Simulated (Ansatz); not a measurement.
bcc V, treated with r²SCANh (Ansatz, a quantum-chemistry and plane-wave program, plane waves, PAW).

Run with plane-wave cutoff 520 eV, 14×14×14 k mesh, Fermi–Dirac smearing 0.05 eV, no spin polarisation, scalar-relativistic PAW data made under PBE.

Computed at the level's own relaxed cell.

### Question
What does this level give for the equilibrium volume per atom, bulk modulus, equilibrium lattice constant a and pressure derivative B′ of the bulk modulus?

### Answer

- equilibrium volume per atom: 13.08 Å³/atom
- bulk modulus: 203 GPa
- equilibrium lattice constant a: 2.968 Å
- pressure derivative B′ of the bulk modulus: 4.7

Measured, for comparison: equilibrium volume per atom 13.79 Å³/atom, lattice constant a 3.021 Å (static lattice: zero-point anharmonic expansion removed; as tabulated in Mejia-Rodriguez and Trickey (2018), arXiv:1807.09216); bulk modulus 161 GPa (corrected for temperature and zero-point phonon effects, our sources range from 159 to 166; as tabulated in Levämäki et al. (2014), arXiv:1402.3671). Computed (rounded) less measured: equilibrium volume per atom -5.1 %, bulk modulus +26 % (+22 % to +28 % over the range), lattice constant a -1.8 %.

The computed numbers hold no vibrational or temperature effects.
